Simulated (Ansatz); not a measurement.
## Ansatz (development build ahead of 0.2.0) run

```yaml
crystal:
  periodic: [false, false, false]
  atoms:
    - { symbol: C, position_ang: [0.0, 0.0, -0.19399] }
    - { symbol: H, position_ang: [0.0, 0.93084, 0.58198] }
    - { symbol: H, position_ang: [0.0, -0.93084, 0.58198] }
basis:
  gaussian: { orbitals: def2-TZVP }
hamiltonian:
  xc: hf
correlation:
  method: mp2
  frozen_orbitals: { C: 1, H: 0 }
```

The input is written out in the form of the current development build from the run's settings.

The run gave:

```
Converged                       : yes
Reference energy                : -38.87992 hartree
Correlation energy              : -0.13512 hartree
Total energy                    : -39.01504 hartree
Spin squared of the determinant : 0.000
```

Caution: in another basis set an unrestricted determinant lies well below; another spin multiplicity may lie lower.
